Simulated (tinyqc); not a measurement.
Inside a calculation (part 1 of 3). Method: CCD on RHF in the sto-6g basis, frozen core, for NH3, spin multiplicity 1. Computed by tinyqc, a small Python program that keeps every step (integrals from PySCF). Settings: charge = 0, multiplicity = 1, basis = sto-6g, method = RHF, frozen orbitals = 1, energy threshold = 1e-10, iteration cap = 87, orthogonalisation = canonical, start = Wolfsberg-Helmholz matrix, DIIS depth = 6, amplitude equations = CCD, DIIS depth for amplitudes = 0, cap on updates = 78. Command: `OMP_NUM_THREADS=1 python tinyqc.py 31873 31874 out.jsonl` (the two numbers bound the seeds that draw the settings). One thread of a shared host (Intel(R) Xeon(R) Processor @ 2.60GHz), about 0.2 s of CPU time with the checks. Later iterations appear only in the table of the cycle.

## One-electron integrals

Geometry (angstrom):
```
atom          x          y         z
N      0.000000   0.000000  0.108000
H      1.057000   0.000000  0.000000
H     -0.528000   0.915000  0.000000
H     -0.528000  -0.915000  0.000000
```

Basis sto-6g: exponents (1/bohr^2) and contraction coefficients of normalised primitives:
```
element  l (shell)     exponent  coefficient
N            s (1)  1027.828458     0.009164
N            s (1)   188.451223     0.049361
N            s (1)    52.721861     0.168538
N            s (1)    18.111382     0.370563
N            s (1)     7.033180     0.416492
N            s (1)     2.896652     0.130334
N            s (2)    39.198808    -0.013253
N            s (2)     7.758467    -0.046992
N            s (2)     2.411326    -0.033785
N            s (2)     0.927724     0.250242
N            s (2)     0.402911     0.595117
N            s (2)     0.184684     0.240706
N            p (3)    39.198808     0.003760
N            p (3)     7.758467     0.037679
N            p (3)     2.411326     0.173897
N            p (3)     0.927724     0.418036
N            p (3)     0.402911     0.425860
N            p (3)     0.184684     0.101708
H            s (1)    35.523221     0.009164
H            s (1)     6.513144     0.049361
H            s (1)     1.822143     0.168538
H            s (1)     0.625955     0.370563
H            s (1)     0.243077     0.416492
H            s (1)     0.100112     0.130334
```

Overlap, kinetic and nuclear-attraction integrals over the contracted functions; the nuclear repulsion is the sum of Za Zb / Rab.

nuclear repulsion = 11.33028936 hartree

overlap S:
```
           1N 1s     1N 2s     1N 2px     1N 2py     1N 2pz      2H 1s      3H 1s      4H 1s
1N 1s   1.000000  0.229416   0.000000   0.000000   0.000000   0.053671   0.053743   0.053743
1N 2s   0.229416  1.000000   0.000000   0.000000   0.000000   0.465098   0.465450   0.465450
1N 2px  0.000000  0.000000   1.000000   0.000000   0.000000   0.419418  -0.209731  -0.209731
1N 2py  0.000000  0.000000   0.000000   1.000000   0.000000   0.000000   0.363454  -0.363454
1N 2pz  0.000000  0.000000   0.000000   0.000000   1.000000  -0.042854  -0.042899  -0.042899
2H 1s   0.053671  0.465098   0.419418   0.000000  -0.042854   1.000000   0.156727   0.156727
3H 1s   0.053743  0.465450  -0.209731   0.363454  -0.042899   0.156727   1.000000   0.156763
4H 1s   0.053743  0.465450  -0.209731  -0.363454  -0.042899   0.156727   0.156763   1.000000
```

kinetic energy T (hartree):
```
            1N 1s      1N 2s     1N 2px     1N 2py     1N 2pz      2H 1s      3H 1s      4H 1s
1N 1s   22.236411  -0.678745   0.000000   0.000000   0.000000  -0.006019  -0.006005  -0.006005
1N 2s   -0.678745   0.632900   0.000000   0.000000   0.000000   0.102946   0.103163   0.103163
1N 2px   0.000000   0.000000   1.901294   0.000000   0.000000   0.248220  -0.124246  -0.124246
1N 2py   0.000000   0.000000   0.000000   1.901294   0.000000   0.000000   0.215312  -0.215312
1N 2pz   0.000000   0.000000   0.000000   0.000000   1.901294  -0.025362  -0.025414  -0.025414
2H 1s   -0.006019   0.102946   0.248220   0.000000  -0.025362   0.768522  -0.008859  -0.008859
3H 1s   -0.006005   0.103163  -0.124246   0.215312  -0.025414  -0.008859   0.768522  -0.008855
4H 1s   -0.006005   0.103163  -0.124246  -0.215312  -0.025414  -0.008859  -0.008855   0.768522
```

nuclear attraction V (hartree):
```
             1N 1s      1N 2s     1N 2px     1N 2py     1N 2pz      2H 1s      3H 1s      4H 1s
1N 1s   -48.168169  -4.989961   0.000011   0.000000   0.004643  -1.329190  -1.330992  -1.330992
1N 2s    -4.989961  -8.294823   0.000080   0.000000   0.051464  -3.150659  -3.153614  -3.153614
1N 2px    0.000011   0.000080  -8.351752   0.000000  -0.000016  -2.591217   1.296032   1.296032
1N 2py    0.000000   0.000000   0.000000  -8.351979   0.000000   0.000000  -2.245969   2.245969
1N 2pz    0.004643   0.051464  -0.000016   0.000000  -8.179826   0.277702   0.278049   0.278049
2H 1s    -1.329190  -3.150659  -2.591217   0.000000   0.277702  -5.219947  -0.917406  -0.917406
3H 1s    -1.330992  -3.153614   1.296032  -2.245969   0.278049  -0.917406  -5.221644  -0.917818
4H 1s    -1.330992  -3.153614   1.296032   2.245969   0.278049  -0.917406  -0.917818  -5.221644
```

core Hamiltonian H = T + V (hartree):
```
             1N 1s      1N 2s     1N 2px     1N 2py     1N 2pz      2H 1s      3H 1s      4H 1s
1N 1s   -25.931758  -5.668707   0.000011   0.000000   0.004643  -1.335209  -1.336997  -1.336997
1N 2s    -5.668707  -7.661923   0.000080   0.000000   0.051464  -3.047712  -3.050451  -3.050451
1N 2px    0.000011   0.000080  -6.450458   0.000000  -0.000016  -2.342997   1.171787   1.171787
1N 2py    0.000000   0.000000   0.000000  -6.450685   0.000000   0.000000  -2.030657   2.030657
1N 2pz    0.004643   0.051464  -0.000016   0.000000  -6.278532   0.252340   0.252636   0.252636
2H 1s    -1.335209  -3.047712  -2.342997   0.000000   0.252340  -4.451425  -0.926265  -0.926265
3H 1s    -1.336997  -3.050451   1.171787  -2.030657   0.252636  -0.926265  -4.453122  -0.926673
4H 1s    -1.336997  -3.050451   1.171787   2.030657   0.252636  -0.926265  -0.926673  -4.453122
```

## Two-electron integrals

Functions are numbered as in S; the eight-fold symmetry (ij|kl) = (ji|kl) = (kl|ij) leaves the list below.

Two-electron integrals (ij|kl) in chemists' order, unique and non-zero (hartree):
```
(11|11) 4.168742    (21|11) 0.583648    (21|21) 0.104114    (22|11) 0.968487
(22|21) 0.214450    (22|22) 0.708398    (31|31) 0.022075    (32|31) 0.033611
(32|32) 0.156576    (33|11) 0.968488    (33|21) 0.214450    (33|22) 0.708398
(33|33) 0.763241    (41|41) 0.022075    (42|41) 0.033611    (42|42) 0.156576
(43|43) 0.041133    (44|11) 0.968488    (44|21) 0.214450    (44|22) 0.708398
(44|33) 0.680975    (44|44) 0.763241    (51|51) 0.022075    (52|51) 0.033611
(52|52) 0.156576    (53|53) 0.041133    (54|54) 0.041133    (55|11) 0.968488
(55|21) 0.214450    (55|22) 0.708398    (55|33) 0.680975    (55|44) 0.680975
(55|55) 0.763241    (61|11) 0.145513    (61|21) 0.024883    (61|22) 0.050147
(61|31) 0.001387    (61|32) 0.002711    (61|33) 0.050421    (61|44) 0.050008
(61|51) -0.000142   (61|52) -0.000277   (61|53) -0.000042   (61|55) 0.050012
(61|61) 0.006085    (62|11) 0.344437    (62|21) 0.077274    (62|22) 0.280813
(62|31) 0.006889    (62|32) 0.049969    (62|33) 0.291792    (62|44) 0.275237
(62|51) -0.000704   (62|52) -0.005106   (62|53) -0.001692   (62|55) 0.275409
(62|61) 0.018717    (62|62) 0.141016    (63|11) 0.267820    (63|21) 0.060930
(63|22) 0.235454    (63|31) 0.013210    (63|32) 0.086212    (63|33) 0.257810
(63|44) 0.224205    (63|51) -0.000484   (63|52) -0.004003   (63|53) -0.002402
(63|55) 0.224345    (63|61) 0.015453    (63|62) 0.142097    (63|63) 0.159842
(64|41) 0.008477    (64|42) 0.047030    (64|43) 0.010101    (64|54) -0.001032
(64|64) 0.018820    (65|11) -0.027365   (65|21) -0.006226   (65|22) -0.024058
(65|31) -0.000484   (65|32) -0.004003   (65|33) -0.024278   (65|44) -0.022908
(65|51) 0.008527    (65|52) 0.047439    (65|53) 0.010241    (65|55) -0.024987
(65|61) -0.001579   (65|62) -0.014519   (65|63) -0.014409   (65|65) 0.020292
(66|11) 0.485487    (66|21) 0.110926    (66|22) 0.458548    (66|31) 0.012878
(66|32) 0.125383    (66|33) 0.500829    (66|44) 0.437074    (66|51) -0.001316
(66|52) -0.012811   (66|53) -0.006514   (66|55) 0.437740    (66|61) 0.027237
(66|62) 0.288909    (66|63) 0.326792    (66|65) -0.033390   (66|66) 0.774999
(71|11) 0.145710    (71|21) 0.024916    (71|22) 0.050214    (71|31) -0.000694
(71|32) -0.001357   (71|33) 0.050178    (71|41) 0.001203    (71|42) 0.002351
(71|43) -0.000179   (71|44) 0.050385    (71|51) -0.000142   (71|52) -0.000278
(71|53) 0.000021    (71|54) -0.000037   (71|55) 0.050079    (71|61) 0.005951
(71|62) 0.017800    (71|63) 0.013699    (71|64) 0.000578    (71|65) -0.001502
(71|66) 0.025400    (71|71) 0.006101    (72|11) 0.344769    (72|21) 0.077348
(72|22) 0.281065    (72|31) -0.003446   (72|32) -0.024993   (72|33) 0.279623
(72|41) 0.005972    (72|42) 0.043312    (72|43) -0.007172   (72|44) 0.287913
(72|51) -0.000705   (72|52) -0.005112   (72|53) 0.000846    (72|54) -0.001467
(72|55) 0.275658    (72|61) 0.017793    (72|62) 0.106141    (72|63) 0.082581
(72|64) 0.012268    (72|65) -0.010609   (72|66) 0.172283    (72|71) 0.018760
(72|72) 0.141246    (73|11) -0.133955   (73|21) -0.030475   (73|22) -0.117759
(73|31) 0.009670    (73|32) 0.056872    (73|33) -0.123913   (73|41) -0.002050
(73|42) -0.016972   (73|43) 0.011658    (73|44) -0.117162   (73|51) 0.000242
(73|52) 0.002003    (73|53) -0.001376   (73|54) 0.000594    (73|55) -0.112203
(73|61) -0.006342   (73|62) -0.030634   (73|63) -0.011272   (73|64) -0.002649
(73|65) 0.002995    (73|66) -0.038450   (73|71) -0.007740   (73|72) -0.071120
(73|73) 0.054124    (74|11) 0.232139    (74|21) 0.052812    (74|22) 0.204071
(74|31) -0.002050   (74|32) -0.016972   (74|33) 0.197223    (74|41) 0.012041
(74|42) 0.076490    (74|43) -0.010081   (74|44) 0.220548    (74|51) -0.000419
(74|52) -0.003471   (74|53) 0.000594    (74|54) -0.002062   (74|55) 0.194443
(74|61) 0.012147    (74|62) 0.077640    (74|63) 0.059959    (74|64) 0.021794
(74|65) -0.007604   (74|66) 0.126779    (74|71) 0.013412    (74|72) 0.123248
(74|73) -0.061121   (74|74) 0.124774    (75|11) -0.027400   (75|21) -0.006234
(75|22) -0.024087   (75|31) 0.000242    (75|32) 0.002003    (75|33) -0.023279
(75|41) -0.000419   (75|42) -0.003471   (75|43) 0.000594    (75|44) -0.023965
(75|51) 0.008537    (75|52) 0.047489    (75|53) -0.005123   (75|54) 0.008877
(75|55) -0.025018   (75|61) -0.001502   (75|62) -0.010612   (75|63) -0.008087
(75|64) -0.001206   (75|65) 0.014488    (75|66) -0.018510   (75|71) -0.001583
(75|72) -0.014547   (75|73) 0.007214    (75|74) -0.012502   (75|75) 0.020330
(76|11) 0.097556    (76|21) 0.021993    (76|22) 0.083875    (76|31) 0.000815
(76|32) 0.006492    (76|33) 0.084501    (76|41) 0.001410    (76|42) 0.011235
(76|43) 0.000427    (76|44) 0.084992    (76|51) -0.000333   (76|52) -0.002652
(76|53) -0.000331   (76|54) -0.000573   (76|55) 0.082134    (76|61) 0.005222
(76|62) 0.038875    (76|63) 0.036331    (76|64) 0.004139    (76|65) -0.004445
(76|66) 0.076356    (76|71) 0.005229    (76|72) 0.038903    (76|73) -0.014577
(76|74) 0.033551    (76|75) -0.004449   (76|76) 0.012935    (77|11) 0.485725
(77|21) 0.110980    (77|22) 0.458725    (77|31) -0.006442   (77|32) -0.062697
(77|33) 0.453175    (77|41) 0.011163    (77|42) 0.108650    (77|43) -0.027612
(77|44) 0.485092    (77|51) -0.001318   (77|52) -0.012824   (77|53) 0.003259
(77|54) -0.005648   (77|55) 0.437908    (77|61) 0.025378    (77|62) 0.172191
(77|63) 0.128992    (77|64) 0.030044    (77|65) -0.018497   (77|66) 0.287301
(77|71) 0.027287    (77|72) 0.289184    (77|73) -0.163454   (77|74) 0.283258
(77|75) -0.033434   (77|76) 0.076356    (77|77) 0.774999    (81|11) 0.145710
(81|21) 0.024916    (81|22) 0.050214    (81|31) -0.000694   (81|32) -0.001357
(81|33) 0.050178    (81|41) -0.001203   (81|42) -0.002351   (81|43) 0.000179
(81|44) 0.050385    (81|51) -0.000142   (81|52) -0.000278   (81|53) 0.000021
(81|54) 0.000037    (81|55) 0.050079    (81|61) 0.005951    (81|62) 0.017800
(81|63) 0.013699    (81|64) -0.000578   (81|65) -0.001502   (81|66) 0.025400
(81|71) 0.005959    (81|72) 0.017817    (81|73) -0.007353   (81|74) 0.011584
(81|75) -0.001504   (81|76) 0.005015    (81|77) 0.025412    (81|81) 0.006101
(82|11) 0.344769    (82|21) 0.077348    (82|22) 0.281065    (82|31) -0.003446
(82|32) -0.024993   (82|33) 0.279623    (82|41) -0.005972   (82|42) -0.043312
(82|43) 0.007172    (82|44) 0.287913    (82|51) -0.000705   (82|52) -0.005112
(82|53) 0.000846    (82|54) 0.001467    (82|55) 0.275658    (82|61) 0.017793
(82|62) 0.106141    (82|63) 0.082581    (82|64) -0.012268   (82|65) -0.010609
(82|66) 0.172283    (82|71) 0.017817    (82|72) 0.106226    (82|73) -0.051923
(82|74) 0.065425    (82|75) -0.010621   (82|76) 0.030599    (82|77) 0.172319
(82|81) 0.018760    (82|82) 0.141246    (83|11) -0.133955   (83|21) -0.030475
(83|22) -0.117759   (83|31) 0.009670    (83|32) 0.056872    (83|33) -0.123913
(83|41) 0.002050    (83|42) 0.016972    (83|43) -0.011658   (83|44) -0.117162
(83|51) 0.000242    (83|52) 0.002003    (83|53) -0.001376   (83|54) -0.000594
(83|55) -0.112203   (83|61) -0.006342   (83|62) -0.030634   (83|63) -0.011272
(83|64) 0.002649    (83|65) 0.002995    (83|66) -0.038450   (83|71) -0.007353
(83|72) -0.051923   (83|73) 0.038341    (83|74) -0.031309   (83|75) 0.005089
(83|76) -0.011309   (83|77) -0.090522   (83|81) -0.007740   (83|82) -0.071120
(83|83) 0.054124    (84|11) -0.232139   (84|21) -0.052812   (84|22) -0.204071
(84|31) 0.002050    (84|32) 0.016972    (84|33) -0.197223   (84|41) 0.012041
(84|42) 0.076490    (84|43) -0.010081   (84|44) -0.220548   (84|51) 0.000419
(84|52) 0.003471    (84|53) -0.000594   (84|54) -0.002062   (84|55) -0.194443
(84|61) -0.012147   (84|62) -0.077640   (84|63) -0.059959   (84|64) 0.021794
(84|65) 0.007604    (84|66) -0.126779   (84|71) -0.011584   (84|72) -0.065425
(84|73) 0.031309    (84|74) -0.027848   (84|75) 0.006404    (84|76) -0.019602
(84|77) -0.096738   (84|81) -0.013412   (84|82) -0.123248   (84|83) 0.061121
(84|84) 0.124774    (85|11) -0.027400   (85|21) -0.006234   (85|22) -0.024087
(85|31) 0.000242    (85|32) 0.002003    (85|33) -0.023279   (85|41) 0.000419
(85|42) 0.003471    (85|43) -0.000594   (85|44) -0.023965   (85|51) 0.008537
(85|52) 0.047489    (85|53) -0.005123   (85|54) -0.008877   (85|55) -0.025018
(85|61) -0.001502   (85|62) -0.010612   (85|63) -0.008087   (85|64) 0.001206
(85|65) 0.014488    (85|66) -0.018510   (85|71) -0.001504   (85|72) -0.010621
(85|73) 0.005089    (85|74) -0.006404   (85|75) 0.014501    (85|76) -0.003392
(85|77) -0.018516   (85|81) -0.001583   (85|82) -0.014547   (85|83) 0.007214
(85|84) 0.012502    (85|85) 0.020330    (86|11) 0.097556    (86|21) 0.021993
(86|22) 0.083875    (86|31) 0.000815    (86|32) 0.006492    (86|33) 0.084501
(86|41) -0.001410   (86|42) -0.011235   (86|43) -0.000427   (86|44) 0.084992
(86|51) -0.000333   (86|52) -0.002652   (86|53) -0.000331   (86|54) 0.000573
(86|55) 0.082134    (86|61) 0.005222    (86|62) 0.038875    (86|63) 0.036331
(86|64) -0.004139   (86|65) -0.004445   (86|66) 0.076356    (86|71) 0.005015
(86|72) 0.030599    (86|73) -0.011309   (86|74) 0.019602    (86|75) -0.003392
(86|76) 0.010465    (86|77) 0.049543    (86|81) 0.005229    (86|82) 0.038903
(86|83) -0.014577   (86|84) -0.033551   (86|85) -0.004449   (86|86) 0.012935
(87|11) 0.097605    (87|21) 0.022003    (87|22) 0.083910    (87|31) -0.001628
(87|32) -0.012974   (87|33) 0.085271    (87|44) 0.084290    (87|51) -0.000333
(87|52) -0.002654   (87|53) 0.000662    (87|55) 0.082169    (87|61) 0.005011
(87|62) 0.030587    (87|63) 0.022629    (87|65) -0.003390   (87|66) 0.049551
(87|71) 0.005232    (87|72) 0.038916    (87|73) -0.021759   (87|74) 0.029419
(87|75) -0.004451   (87|76) 0.010467    (87|77) 0.076377    (87|81) 0.005232
(87|82) 0.038916    (87|83) -0.021759   (87|84) -0.029419   (87|85) -0.004451
(87|86) 0.010467    (87|87) 0.012942    (88|11) 0.485725    (88|21) 0.110980
(88|22) 0.458725    (88|31) -0.006442   (88|32) -0.062697   (88|33) 0.453175
(88|41) -0.011163   (88|42) -0.108650   (88|43) 0.027612    (88|44) 0.485092
(88|51) -0.001318   (88|52) -0.012824   (88|53) 0.003259    (88|54) 0.005648
(88|55) 0.437908    (88|61) 0.025378    (88|62) 0.172191    (88|63) 0.128992
(88|64) -0.030044   (88|65) -0.018497   (88|66) 0.287301    (88|71) 0.025412
(88|72) 0.172319    (88|73) -0.090522   (88|74) 0.096738    (88|75) -0.018516
(88|76) 0.049543    (88|77) 0.287324    (88|81) 0.027287    (88|82) 0.289184
(88|83) -0.163454   (88|84) -0.283258   (88|85) -0.033434   (88|86) 0.076356
(88|87) 0.076377    (88|88) 0.774999
```

## Orthogonalisation

S = U s U^T; canonical form X = U s^(-1/2), so that X^T S X = 1. Each column of U has its largest component positive (the first on a tie).

eigenvalues of S: 0.311546  0.401675  0.402003  0.963299  1.011185  1.441282  1.441562  2.027448

X:
```
                1          2          3          4          5          6          7          8
1N 1s   -0.312880   0.000000  -0.000648   0.858359   0.462532   0.000011   0.000000   0.146365
1N 2s    1.381334   0.000000   0.002120  -0.038947   0.075522   0.000067   0.000000   0.443239
1N 2px  -0.001974   0.000000   1.027724   0.000099   0.000027   0.631843   0.000000  -0.000095
1N 2py   0.000000   1.028171   0.000000   0.000000   0.000000   0.000000   0.631770   0.000000
1N 2pz  -0.117693   0.000000  -0.000152  -0.490889   0.867318   0.000007   0.000000  -0.037836
2H 1s   -0.627687   0.000000  -0.977885  -0.140053  -0.075411   0.443303   0.000000   0.302033
3H 1s   -0.630861  -0.846298   0.487371  -0.140029  -0.075404  -0.221455   0.383770   0.302235
4H 1s   -0.630861   0.846298   0.487371  -0.140029  -0.075404  -0.221455  -0.383770   0.302235
```

## Starting guess

The start is the generalised Wolfsberg-Helmholz matrix (K = 1.75) built on H; D = 2 C_occ C_occ^T.

D at the start:
```
            1N 1s      1N 2s     1N 2px     1N 2py     1N 2pz      2H 1s      3H 1s      4H 1s
1N 1s    2.042820  -0.157421  -0.000054   0.000000  -0.026842  -0.126533  -0.126653  -0.126653
1N 2s   -0.157421   0.832930   0.000257   0.000000   0.100011   0.292900   0.293118   0.293118
1N 2px  -0.000054   0.000257   1.197443   0.000000  -0.000043   0.460172  -0.229973  -0.229973
1N 2py   0.000000   0.000000   0.000000   1.196853   0.000000   0.000000   0.398513  -0.398513
1N 2pz  -0.026842   0.100011  -0.000043   0.000000   1.992279  -0.018642  -0.018680  -0.018680
2H 1s   -0.126533   0.292900   0.460172   0.000000  -0.018642   0.283763   0.018678   0.018678
3H 1s   -0.126653   0.293118  -0.229973   0.398513  -0.018680   0.018678   0.284050   0.018666
4H 1s   -0.126653   0.293118  -0.229973  -0.398513  -0.018680   0.018678   0.018666   0.284050
```
